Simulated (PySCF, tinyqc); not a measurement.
Worked calculation (part 1 of 2): coupled-perturbed Hartree-Fock on RHF in the sto-3g basis, for CH2, spin multiplicity 1. The lowest restricted solution is unstable here: a spin-polarised one lies 0.0320 hartree lower (PySCF). Computed by tinyqc, a small Python program that keeps every step (integrals from PySCF). Settings: charge = 0, multiplicity = 1, basis = sto-3g, method = RHF, energy threshold = 1e-10, iteration cap = 88, orthogonalisation = symmetric, start = atomic densities, DIIS depth = 6. Command: `OMP_NUM_THREADS=1 python tinyqc.py 21237 21238 out.jsonl` (the two numbers bound the seeds that draw the settings). One thread of a shared host (Intel(R) Xeon(R) Processor @ 2.60GHz), about 0.3 s of CPU time with the checks. Later iterations appear only in the table of the cycle.

## One-electron integrals

Geometry (angstrom):
```
atom         x          y         z
C     0.000000   0.000000  0.000000
H     0.000000   1.118000  0.640000
H     0.000000  -1.118000  0.640000
```

Basis sto-3g: exponents (1/bohr^2) and contraction coefficients of normalised primitives:
```
element  l (shell)   exponent  coefficient
C            s (1)  71.616837     0.154329
C            s (1)  13.045096     0.535328
C            s (1)   3.530512     0.444635
C            s (2)   2.941249    -0.099967
C            s (2)   0.683483     0.399513
C            s (2)   0.222290     0.700115
C            p (3)   2.941249     0.155916
C            p (3)   0.683483     0.607684
C            p (3)   0.222290     0.391957
H            s (1)   3.425251     0.154329
H            s (1)   0.623914     0.535328
H            s (1)   0.168855     0.444635
```

Overlap, kinetic and nuclear-attraction integrals over the contracted functions; the nuclear repulsion is the sum of Za Zb / Rab.

nuclear repulsion = 5.16602327 hartree

overlap S, order 1C 1s, 1C 2s, 1C 2px, 1C 2py, 1C 2pz, 2H 1s, 3H 1s:
```
[[1.000000, 0.248362, 0.000000, 0.000000, 0.000000, 0.039363, 0.039363],
 [0.248362, 1.000000, 0.000000, 0.000000, 0.000000, 0.383336, 0.383336],
 [0.000000, 0.000000, 1.000000, 0.000000, 0.000000, 0.000000, 0.000000],
 [0.000000, 0.000000, 0.000000, 1.000000, 0.000000, 0.341474, -0.341474],
 [0.000000, 0.000000, 0.000000, 0.000000, 1.000000, 0.195477, 0.195477],
 [0.039363, 0.383336, 0.000000, 0.341474, 0.195477, 1.000000, 0.079911],
 [0.039363, 0.383336, 0.000000, -0.341474, 0.195477, 0.079911, 1.000000]]
```

kinetic energy T (hartree), order 1C 1s, 1C 2s, 1C 2px, 1C 2py, 1C 2pz, 2H 1s, 3H 1s:
```
[[15.891122, -0.085890, 0.000000, 0.000000, 0.000000, -0.011469, -0.011469],
 [-0.085890, 0.472250, 0.000000, 0.000000, 0.000000, 0.053373, 0.053373],
 [0.000000, 0.000000, 1.477728, 0.000000, 0.000000, 0.000000, 0.000000],
 [0.000000, 0.000000, 0.000000, 1.477728, 0.000000, 0.134999, -0.134999],
 [0.000000, 0.000000, 0.000000, 0.000000, 1.477728, 0.077280, 0.077280],
 [-0.011469, 0.053373, 0.000000, 0.134999, 0.077280, 0.760032, -0.011468],
 [-0.011469, 0.053373, 0.000000, -0.134999, 0.077280, -0.011468, 0.760032]]
```

nuclear attraction V (hartree), order 1C 1s, 1C 2s, 1C 2px, 1C 2py, 1C 2pz, 2H 1s, 3H 1s:
```
[[-34.474301, -4.396273, 0.000000, 0.000000, -0.012047, -0.706428, -0.706428],
 [-4.396273, -6.002194, 0.000000, 0.000000, -0.132298, -1.858689, -1.858689],
 [0.000000, 0.000000, -5.900282, 0.000000, 0.000000, 0.000000, 0.000000],
 [0.000000, 0.000000, 0.000000, -6.035267, 0.000000, -1.518629, 1.518629],
 [-0.012047, -0.132298, 0.000000, 0.000000, -5.944516, -0.893295, -0.893295],
 [-0.706428, -1.858689, 0.000000, -1.518629, -0.893295, -3.903822, -0.351107],
 [-0.706428, -1.858689, 0.000000, 1.518629, -0.893295, -0.351107, -3.903822]]
```

core Hamiltonian H = T + V (hartree), order 1C 1s, 1C 2s, 1C 2px, 1C 2py, 1C 2pz, 2H 1s, 3H 1s:
```
[[-18.583180, -4.482163, 0.000000, 0.000000, -0.012047, -0.717897, -0.717897],
 [-4.482163, -5.529944, 0.000000, 0.000000, -0.132298, -1.805316, -1.805316],
 [0.000000, 0.000000, -4.422554, 0.000000, 0.000000, 0.000000, 0.000000],
 [0.000000, 0.000000, 0.000000, -4.557539, 0.000000, -1.383630, 1.383630],
 [-0.012047, -0.132298, 0.000000, 0.000000, -4.466788, -0.816015, -0.816015],
 [-0.717897, -1.805316, 0.000000, -1.383630, -0.816015, -3.143791, -0.362575],
 [-0.717897, -1.805316, 0.000000, 1.383630, -0.816015, -0.362575, -3.143791]]
```

## Two-electron integrals

Functions are numbered as in S; the eight-fold symmetry (ij|kl) = (ji|kl) = (kl|ij) leaves the list below.

Two-electron integrals (ij|kl) in chemists' order, unique and non-zero (hartree):
```
(11|11) 3.541948    (21|11) 0.576921    (21|21) 0.111888    (22|11) 0.854682
(22|21) 0.205284    (22|22) 0.624709    (31|31) 0.020296    (32|31) 0.030858
(32|32) 0.137996    (33|11) 0.852436    (33|21) 0.205335    (33|22) 0.624568
(33|33) 0.672833    (41|41) 0.020296    (42|41) 0.030858    (42|42) 0.137996
(43|43) 0.036269    (44|11) 0.852436    (44|21) 0.205335    (44|22) 0.624568
(44|33) 0.600295    (44|44) 0.672833    (51|51) 0.020296    (52|51) 0.030858
(52|52) 0.137996    (53|53) 0.036269    (54|54) 0.036269    (55|11) 0.852436
(55|21) 0.205335    (55|22) 0.624568    (55|33) 0.600295    (55|44) 0.600295
(55|55) 0.672833    (61|11) 0.091773    (61|21) 0.017704    (61|22) 0.032471
(61|33) 0.032363    (61|41) 0.000914    (61|42) 0.001720    (61|44) 0.032616
(61|51) 0.000523    (61|52) 0.000985    (61|54) 0.000145    (61|55) 0.032446
(61|61) 0.002861    (62|11) 0.241722    (62|21) 0.058941    (62|22) 0.200143
(62|33) 0.195156    (62|41) 0.004847    (62|42) 0.034871    (62|44) 0.206277
(62|51) 0.002775    (62|52) 0.019962    (62|54) 0.006366    (62|55) 0.198800
(62|61) 0.009739    (62|62) 0.087561    (63|31) 0.005709    (63|32) 0.030966
(63|43) 0.006628    (63|53) 0.003794    (63|63) 0.010142    (64|11) 0.186352
(64|21) 0.045995    (64|22) 0.165607    (64|33) 0.157372    (64|41) 0.008965
(64|42) 0.057431    (64|44) 0.179112    (64|51) 0.001864    (64|52) 0.015150
(64|54) 0.008651    (64|55) 0.160152    (64|61) 0.007917    (64|62) 0.085915
(64|64) 0.092908    (65|11) 0.106677    (65|21) 0.026330    (65|22) 0.094802
(65|33) 0.090088    (65|41) 0.001864    (65|42) 0.015150    (65|44) 0.094944
(65|51) 0.006776    (65|52) 0.039638    (65|54) 0.009409    (65|55) 0.099268
(65|61) 0.004532    (65|62) 0.049182    (65|64) 0.047380    (65|65) 0.037264
(66|11) 0.406476    (66|21) 0.100760    (66|22) 0.390660    (66|33) 0.370586
(66|41) 0.009741    (66|42) 0.096076    (66|44) 0.415542    (66|51) 0.005576
(66|52) 0.054999    (66|54) 0.025735    (66|55) 0.385318    (66|61) 0.016830
(66|62) 0.223580    (66|64) 0.241409    (66|65) 0.138195    (66|66) 0.774606
(71|11) 0.091773    (71|21) 0.017704    (71|22) 0.032471    (71|33) 0.032363
(71|41) -0.000914   (71|42) -0.001720   (71|44) 0.032616    (71|51) 0.000523
(71|52) 0.000985    (71|54) -0.000145   (71|55) 0.032446    (71|61) 0.002773
(71|62) 0.009135    (71|64) 0.006834    (71|65) 0.004262    (71|66) 0.015561
(71|71) 0.002861    (72|11) 0.241722    (72|21) 0.058941    (72|22) 0.200143
(72|33) 0.195156    (72|41) -0.004847   (72|42) -0.034871   (72|44) 0.206277
(72|51) 0.002775    (72|52) 0.019962    (72|54) -0.006366   (72|55) 0.198800
(72|61) 0.009135    (72|62) 0.059876    (72|64) 0.042981    (72|65) 0.032717
(72|66) 0.116593    (72|71) 0.009739    (72|72) 0.087561    (73|31) 0.005709
(73|32) 0.030966    (73|43) -0.006628   (73|53) 0.003794    (73|63) 0.006401
(73|73) 0.010142    (74|11) -0.186352   (74|21) -0.045995   (74|22) -0.165607
(74|33) -0.157372   (74|41) 0.008965    (74|42) 0.057431    (74|44) -0.179112
(74|51) -0.001864   (74|52) -0.015150   (74|54) 0.008651    (74|55) -0.160152
(74|61) -0.006834   (74|62) -0.042981   (74|64) -0.025500   (74|65) -0.023091
(74|66) -0.079724   (74|71) -0.007917   (74|72) -0.085915   (74|74) 0.092908
(75|11) 0.106677    (75|21) 0.026330    (75|22) 0.094802    (75|33) 0.090088
(75|41) -0.001864   (75|42) -0.015150   (75|44) 0.094944    (75|51) 0.006776
(75|52) 0.039638    (75|54) -0.009409   (75|55) 0.099268    (75|61) 0.004262
(75|62) 0.032717    (75|64) 0.023091    (75|65) 0.023912    (75|66) 0.067159
(75|71) 0.004532    (75|72) 0.049182    (75|74) -0.047380   (75|75) 0.037264
(76|11) 0.044745    (76|21) 0.010951    (76|22) 0.038572    (76|33) 0.037551
(76|44) 0.038744    (76|51) 0.000862    (76|52) 0.006651    (76|55) 0.039380
(76|61) 0.001765    (76|62) 0.014868    (76|64) 0.012758    (76|65) 0.009195
(76|66) 0.035207    (76|71) 0.001765    (76|72) 0.014868    (76|74) -0.012758
(76|75) 0.009195    (76|76) 0.003179    (77|11) 0.406476    (77|21) 0.100760
(77|22) 0.390660    (77|33) 0.370586    (77|41) -0.009741   (77|42) -0.096076
(77|44) 0.415542    (77|51) 0.005576    (77|52) 0.054999    (77|54) -0.025735
(77|55) 0.385318    (77|61) 0.015561    (77|62) 0.116593    (77|64) 0.079724
(77|65) 0.067159    (77|66) 0.236338    (77|71) 0.016830    (77|72) 0.223580
(77|74) -0.241409   (77|75) 0.138195    (77|76) 0.035207    (77|77) 0.774606
```

## Orthogonalisation

S = U s U^T; symmetric (Loewdin) form X = U s^(-1/2) U^T, so that X^T S X = 1.

eigenvalues of S: [0.402249, 0.475477, 0.879983, 1.000000, 1.093286, 1.444612, 1.704394]

X, order 1C 1s, 1C 2s, 1C 2px, 1C 2py, 1C 2pz, 2H 1s, 3H 1s:
```
[[1.026384, -0.145844, 0.000000, 0.000000, -0.008225, 0.022522, 0.022522],
 [-0.145844, 1.172219, 0.000000, 0.000000, 0.073522, -0.240746, -0.240746],
 [0.000000, 0.000000, 1.000000, 0.000000, 0.000000, 0.000000, 0.000000],
 [0.000000, 0.000000, 0.000000, 1.115625, 0.000000, -0.217830, 0.217830],
 [-0.008225, 0.073522, 0.000000, 0.000000, 1.036531, -0.120101, -0.120101],
 [0.022522, -0.240746, 0.000000, -0.217830, -0.120101, 1.148279, -0.018323],
 [0.022522, -0.240746, 0.000000, 0.217830, -0.120101, -0.018323, 1.148279]]
```

## Starting guess

The start is atomic minimal-basis densities projected into this basis (PySCF's MINAO start) and scaled to the electron count of each spin; this density is not idempotent, so its energy is not variational and may lie below the converged one.

D at the start, order 1C 1s, 1C 2s, 1C 2px, 1C 2py, 1C 2pz, 2H 1s, 3H 1s:
```
[[2.142519, -0.512077, 0.000000, 0.000000, 0.010119, -0.021539, -0.021539],
 [-0.512077, 2.078025, 0.000000, 0.000000, -0.036964, 0.085797, 0.085797],
 [0.000000, 0.000000, 0.658553, 0.000000, 0.000000, 0.000000, 0.000000],
 [0.000000, 0.000000, 0.000000, 0.596666, 0.000000, 0.054564, -0.054564],
 [0.010119, -0.036964, 0.000000, 0.000000, 0.638466, 0.025433, 0.025433],
 [-0.021539, 0.085797, 0.000000, 0.054564, 0.025433, 0.956504, 0.028424],
 [-0.021539, 0.085797, 0.000000, -0.054564, 0.025433, 0.028424, 0.956504]]
```

## Iteration 1: building the Fock matrix

J_ij = sum D_kl (ij|kl), K_ij = sum D_kl (ik|jl); F = H + J - 0.5 K; E = tr D H + tr D J / 2 - 0.25 tr D K + E_nn.

Coulomb J (hartree), order 1C 1s, 1C 2s, 1C 2px, 1C 2py, 1C 2pz, 2H 1s, 3H 1s:
```
[[11.294841, 2.161697, 0.000000, 0.000000, 0.010849, 0.343532, 0.343532],
 [2.161697, 4.963034, 0.000000, 0.000000, 0.110119, 1.619480, 1.619480],
 [0.000000, 0.000000, 4.917244, 0.000000, 0.000000, 0.000000, 0.000000],
 [0.000000, 0.000000, 0.000000, 5.007857, 0.000000, 1.353849, -1.353849],
 [0.010849, 0.110119, 0.000000, 0.000000, 4.946857, 0.796578, 0.796578],
 [0.343532, 1.619480, 0.000000, 1.353849, 0.796578, 3.384980, 0.313522],
 [0.343532, 1.619480, 0.000000, -1.353849, 0.796578, 0.313522, 3.384980]]
```

exchange K (hartree), order 1C 1s, 1C 2s, 1C 2px, 1C 2py, 1C 2pz, 2H 1s, 3H 1s:
```
[[7.272831, 1.250696, 0.000000, 0.000000, 0.011297, 0.220323, 0.220323],
 [1.250696, 1.833122, 0.000000, 0.000000, 0.103064, 0.772739, 0.772739],
 [0.000000, 0.000000, 0.818268, 0.000000, 0.000000, 0.000000, 0.000000],
 [0.000000, 0.000000, 0.000000, 0.982334, 0.000000, 0.444315, -0.444315],
 [0.011297, 0.103064, 0.000000, 0.000000, 0.871566, 0.273525, 0.273525],
 [0.220323, 0.772739, 0.000000, 0.444315, 0.273525, 1.078993, 0.215489],
 [0.220323, 0.772739, 0.000000, -0.444315, 0.273525, 0.215489, 1.078993]]
```

Fock matrix F (hartree), order 1C 1s, 1C 2s, 1C 2px, 1C 2py, 1C 2pz, 2H 1s, 3H 1s:
```
[[-10.924754, -2.945815, 0.000000, 0.000000, -0.006847, -0.484526, -0.484526],
 [-2.945815, -1.483471, 0.000000, 0.000000, -0.073710, -0.572205, -0.572205],
 [0.000000, 0.000000, 0.085556, 0.000000, 0.000000, 0.000000, 0.000000],
 [0.000000, 0.000000, 0.000000, -0.040849, 0.000000, -0.251938, 0.251938],
 [-0.006847, -0.073710, 0.000000, 0.000000, 0.044286, -0.156199, -0.156199],
 [-0.484526, -0.572205, 0.000000, -0.251938, -0.156199, -0.298307, -0.156797],
 [-0.484526, -0.572205, 0.000000, 0.251938, -0.156199, -0.156797, -0.298307]]
```

total energy of this density = -38.02352526 hartree

This density is the starting one; it is not idempotent, so its energy is not variational and may lie below the converged one.

## Iteration 1: diagonalisation and new density

Diagonalise F' = X^T F X, C = X C', fill 4 alpha and 4 beta electrons from the bottom; D = 2 C_occ C_occ^T. Each column has its largest component positive (the first on a tie).

F' = X^T F X (hartree):
```
[[-10.696144, -1.540954, 0.000000, 0.000000, -0.021618, -0.038803, -0.038803],
 [-1.540954, -0.739710, 0.000000, 0.000000, 0.050363, -0.352862, -0.352862],
 [0.000000, 0.000000, 0.085556, 0.000000, 0.000000, 0.000000, 0.000000],
 [0.000000, 0.000000, 0.000000, 0.180630, 0.000000, -0.305916, 0.305916],
 [-0.021618, 0.050363, 0.000000, 0.000000, 0.114214, -0.168256, -0.168256],
 [-0.038803, -0.352862, 0.000000, -0.305916, -0.168256, 0.005161, -0.054464],
 [-0.038803, -0.352862, 0.000000, 0.305916, -0.168256, -0.054464, 0.005161]]
```

orbital energies (hartree): [-10.930737, -0.821567, -0.316713, -0.047892, 0.085556, 0.429253, 0.556968]

coefficients C, order 1C 1s, 1C 2s, 1C 2px, 1C 2py, 1C 2pz, 2H 1s, 3H 1s:
```
[[0.993169, -0.237592, 0.000000, 0.118082, 0.000000, -0.137981, 0.000000],
 [0.027779, 0.800389, 0.000000, -0.559193, 0.000000, 0.750065, 0.000000],
 [0.000000, 0.000000, 0.000000, 0.000000, 1.000000, 0.000000, 0.000000],
 [0.000000, 0.000000, 0.499776, 0.000000, 0.000000, 0.000000, 1.043908],
 [0.002442, 0.063950, 0.000000, 0.721188, 0.000000, 0.764533, 0.000000],
 [-0.004534, 0.227250, 0.479420, 0.363968, 0.000000, -0.726054, -0.705752],
 [-0.004534, 0.227250, -0.479420, 0.363968, 0.000000, -0.726054, 0.705752]]
```

D after iteration 1, order 1C 1s, 1C 2s, 1C 2px, 1C 2py, 1C 2pz, 2H 1s, 3H 1s:
```
[[2.113555, -0.457215, 0.000000, 0.000000, 0.144782, -0.031035, -0.031035],
 [-0.457215, 1.908184, 0.000000, 0.000000, -0.704062, -0.043532, -0.043532],
 [0.000000, 0.000000, 0.000000, 0.000000, 0.000000, 0.000000, 0.000000],
 [0.000000, 0.000000, 0.000000, 0.499552, 0.000000, 0.479205, -0.479205],
 [0.144782, -0.704062, 0.000000, 0.000000, 1.048414, 0.554021, 0.554021],
 [-0.031035, -0.043532, 0.000000, 0.479205, 0.554021, 0.827957, -0.091415],
 [-0.031035, -0.043532, 0.000000, -0.479205, 0.554021, -0.091415, 0.827957]]
```

## Iteration 8 (converged): orbitals

converged F (hartree), order 1C 1s, 1C 2s, 1C 2px, 1C 2py, 1C 2pz, 2H 1s, 3H 1s:
```
[[-10.997215, -2.952795, 0.000000, 0.000000, -0.024392, -0.479457, -0.479457],
 [-2.952795, -1.414369, 0.000000, 0.000000, -0.044315, -0.538770, -0.538770],
 [0.000000, 0.000000, 0.237730, 0.000000, 0.000000, 0.000000, 0.000000],
 [0.000000, 0.000000, 0.000000, -0.149998, 0.000000, -0.336637, 0.336637],
 [-0.024392, -0.044315, 0.000000, 0.000000, -0.185225, -0.227326, -0.227326],
 [-0.479457, -0.538770, 0.000000, -0.336637, -0.227326, -0.346646, -0.112121],
 [-0.479457, -0.538770, 0.000000, 0.336637, -0.227326, -0.112121, -0.346646]]
```

As before.

F' = X^T F X (hartree):
```
[[-10.768490, -1.551175, 0.000000, 0.000000, -0.046866, -0.032827, -0.032827],
 [-1.551175, -0.672130, 0.000000, 0.000000, 0.103563, -0.337276, -0.337276],
 [0.000000, 0.000000, 0.237730, 0.000000, 0.000000, 0.000000, 0.000000],
 [0.000000, 0.000000, 0.000000, 0.118287, 0.000000, -0.374026, 0.374026],
 [-0.046866, 0.103563, 0.000000, 0.000000, -0.093064, -0.229167, -0.229167],
 [-0.032827, -0.337276, 0.000000, -0.374026, -0.229167, -0.018703, -0.027475],
 [-0.032827, -0.337276, 0.000000, 0.374026, -0.229167, -0.027475, -0.018703]]
```

orbital energies (hartree): [-11.002788, -0.760557, -0.468250, -0.278280, 0.237730, 0.461764, 0.595309]

coefficients C, order 1C 1s, 1C 2s, 1C 2px, 1C 2py, 1C 2pz, 2H 1s, 3H 1s:
```
[[0.993467, -0.225651, 0.000000, 0.121052, 0.000000, -0.152536, 0.000000],
 [0.026941, 0.750792, 0.000000, -0.545138, 0.000000, 0.809383, 0.000000],
 [0.000000, 0.000000, 0.000000, 0.000000, 1.000000, 0.000000, 0.000000],
 [0.000000, 0.000000, 0.518377, 0.000000, 0.000000, 0.000000, 1.034797],
 [0.004257, 0.118790, 0.000000, 0.784828, 0.000000, 0.691833, 0.000000],
 [-0.005362, 0.257939, 0.466713, 0.272475, 0.000000, -0.755306, -0.714219],
 [-0.005362, 0.257939, -0.466713, 0.272475, 0.000000, -0.755306, 0.714219]]
```

D after iteration 8, order 1C 1s, 1C 2s, 1C 2px, 1C 2py, 1C 2pz, 2H 1s, 3H 1s:
```
[[2.105098, -0.417283, 0.000000, 0.000000, 0.144860, -0.061095, -0.061095],
 [-0.417283, 1.723179, 0.000000, 0.000000, -0.677078, 0.089955, 0.089955],
 [0.000000, 0.000000, 0.000000, 0.000000, 0.000000, 0.000000, 0.000000],
 [0.000000, 0.000000, 0.000000, 0.537430, 0.000000, 0.483867, -0.483867],
 [0.144860, -0.677078, 0.000000, 0.000000, 1.260169, 0.488927, 0.488927],
 [-0.061095, 0.089955, 0.000000, 0.483867, 0.488927, 0.717249, -0.154035],
 [-0.061095, 0.089955, 0.000000, -0.483867, 0.488927, -0.154035, 0.717249]]
```

## Convergence

Stop when the energy changes by less than 1e-10 hartree and every element of the error matrix X^T (F D S - S D F) X is below 3e-06.

Course of the cycle:
```
iteration   E (hartree)     change  largest element of the error matrix
1          -38.02352526          -                             5.78e-01
2          -38.31210205  -2.89e-01                             5.88e-02
3          -38.32083427  -8.73e-03                             2.11e-02
4          -38.32181990  -9.86e-04                             9.75e-03
5          -38.32210203  -2.82e-04                             7.10e-04
6          -38.32210357  -1.54e-06                             8.28e-05
7          -38.32210358  -1.04e-08                             4.67e-06
8          -38.32210358  -3.35e-11                             2.78e-08
```

PySCF RHF in the same basis = -38.32210358 hartree

Converged in 8 iterations.

## Populations, bond orders and dipole

Mulliken: Z minus the diagonal of D S on the atom; Loewdin: the same with S^(1/2) D S^(1/2); Mayer order: 2 sum_s sum (D(s) S)_ij (D(s) S)_ji over the two atoms.

Charges (e):
```
atom   Mulliken    Loewdin
1C    -0.004361   0.024501
2H     0.002181  -0.012251
3H     0.002181  -0.012251
```

Mayer bond orders:
```
pair     order
2-1   0.981960
3-1   0.981960
3-2   0.018035
```

dipole moment about the origin, x y z (debye): [0.000000, 0.000000, 1.449758]
